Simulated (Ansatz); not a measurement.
# BH4NO: the cost of one run

Program: Ansatz 0.2.0. Level of theory: RKS B3LYP/cc-pVDZ. These are calculated values, not measurements.

### 1 The starting structure

Bond lengths: B1–N2 1.550 Å, N2–H3 1.060 Å, N2–H4 1.060 Å, B1–O5 1.410 Å, O5–H6 1.010 Å, B1–H7 1.190 Å. Angles: B1–N2–H3 120.0°, B1–N2–H4 120.0°, H3–N2–H4 120.0°, N2–B1–O5 120.0°, N2–B1–H7 120.0°, O5–B1–H7 120.0°, B1–O5–H6 109.5°.

Coordinates:

```xyz
7

B     0.0000    0.0000    0.0000
N     0.0000    0.0000    1.5500
H    -0.8770   -0.2713    2.0800
H     0.8770    0.2713    2.0800
O     1.2211    0.0000   -0.7050
H     1.5209   -0.9519   -0.8599
H    -1.0305    0.0000   -0.5950
```

### 2 Preparing the start

File input.yaml:

```yaml
crystal:
  periodic: [false, false, false]
  atoms:
    - { symbol: B, position_ang: [0.0, 0.0, 0.0] }
    - { symbol: "N", position_ang: [0.0, 0.0, 1.55] }
    - { symbol: H, position_ang: [-0.877, -0.2713, 2.08] }
    - { symbol: H, position_ang: [0.877, 0.2713, 2.08] }
    - { symbol: O, position_ang: [1.2211, 0.0, -0.705] }
    - { symbol: H, position_ang: [1.5209, -0.9519, -0.8599] }
    - { symbol: H, position_ang: [-1.0305, 0.0, -0.595] }
basis:
  gaussian: { orbitals: cc-pVDZ }
hamiltonian:
  xc: b3lyp
relax:
  f_tol: 0.02
  max_steps: 40
```

Launch:

```console
ansatz run input.yaml --threads 2 --pin off --max-ram 3072MiB --backend cpu --events-out ev --progress --plain --runs-dir out
```

What time and memory should one allow on 2 threads of AMD EPYC 7B13 (Zen 3), shared host?

About 9 s, with a peak of 0.15 GiB.
